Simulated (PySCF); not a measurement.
**Other spins and charges of HAsF, doublet at one geometry**

Geometry (PBE0/def2-TZVP stationary point for this spin, not checked as a minimum):

```xyz
3

F     0.0000    0.0357    1.3983
As    0.0000   -0.0292   -0.3476
H     0.0000    1.4974   -0.5163
```

Basis cc-pVDZ; PySCF 2.14.0. Only valence electrons are correlated (noble-gas cores and the filled d shells of p-block atoms frozen). R marks a restricted (for open shells ROHF) determinant. No spin–orbit coupling is included, and no scalar relativity.

Gaps are energies of the second state less the first, at fixed atoms, for a selection of the levels run; mean-field and cluster levels share one orbital occupation for each state, and full CI takes the lowest of the symmetries tried.

Quartet less doublet: 5.122 eV at RCCSDT.

```
   level  gap (eV)  error (meV)
     RHF     4.844         -278
    RMP2     5.086          -36
   RCCSD     5.156           34
RCCSD(T)     5.131            9
     PBE     4.913         -209
  r2SCAN     4.949         -173
    PBE0     5.020         -102
   B3LYP     5.198           76
 wB97M-V     5.236          114
  B2PLYP     5.197           75
```

Removing an electron, to the singlet: 8.925 eV at RCCSDT.

```csv
level,gap (eV),error (meV)
RHF,8.994,69
RMP2,8.974,49
RCCSD,8.991,66
RCCSD(T),8.932,7
PBE,9.063,138
r2SCAN,9.396,471
PBE0,9.328,403
B3LYP,9.255,330
wB97M-V,9.168,243
B2PLYP,9.098,173
```

In so small a basis the reference is far from its limit while semilocal and hybrid functionals are nearer theirs (RPA and double hybrids share part of the reference's basis error), so the functionals' errors here hold much of the reference's basis and frozen-core error, which can add to them or hide them.

Full CI isn't at hand for all of this; RCCSDT serves as the reference. It lacks quadruple excitations, which often exceed the step from CCSD(T) to CCSDT.
